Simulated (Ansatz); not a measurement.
I need vertical spin-state energies of C₂H₅N₃, SMILES NC1=C(N)N1. Use Ansatz 0.2.0, Python API. Level of theory (for the species named): PBE0, def2-SVPD basis, multiplicity 1.

The script reads `c2h5n3.xyz`:
```text
10

N    -0.60620    1.27250   -1.17740
C     0.03060    0.41650   -0.51300
C     0.21680   -0.39460    0.45540
N     0.03200   -0.99240    1.59970
N     1.18340   -0.31640   -0.53380
H    -1.64140    1.34090   -0.95210
H    -0.46710    1.25290   -2.18590
H     0.38680   -1.92250    1.64260
H    -1.02860   -0.96350    1.86580
H     1.97690    0.25550   -0.19840
```

`spin_c2h5n3.py`
```python
"""Gap between spin states of C2H5N3 at one geometry."""

import ansatz

molecule = ansatz.Crystal.molecule_from_extxyz("c2h5n3.xyz")

calc = molecule.calculation()
calc = calc.basis(gaussian="def2-SVPD")
calc = calc.functional("PBE0")
found = {}
for unpaired in [0, 2]:
    r = calc.spin("collinear", total=unpaired).run().report
    s = unpaired / 2
    found[unpaired] = r["free_energy_ev"]
    print(f"2S+1 = {unpaired + 1}: E = {found[unpaired]:.5f} eV, <S^2> = {abs(r['mean_field']['state']['spin_squared']):.3f} (pure state {s * (s + 1):.2f})")
lowest = min(found, key=found.get)
for unpaired, e in found.items():
    print(f"multiplicity {unpaired + 1}: {23.060548 * (e - found[lowest]):.1f} kcal/mol above the lowest")
```

Running `python spin_c2h5n3.py` prints:
```text
2S+1 = 1: E = -6608.87326 eV, <S^2> = 0.000 (pure state 0.00)
2S+1 = 3: E = -6606.36432 eV, <S^2> = 2.002 (pure state 2.00)
multiplicity 1: 0.0 kcal/mol above the lowest
multiplicity 3: 57.9 kcal/mol above the lowest
```

In order: multiplicity 1 (+0.00 eV) and multiplicity 3 (+2.51 eV), all at the one geometry.

Notes:
- Total energies depend on the basis set; only differences at equal settings carry meaning.
- The geometry is a force-field or estimated start, not a minimum of this method, and the basis set is short of its limit. All parts are taken at fixed geometry, without zero-point energy.
- Timing: 22 s on 1 thread of Arm Neoverse V1, on a shared host, peak memory 0.4 GiB.

(Lines on the test bed's own set-up are left out of the output.)
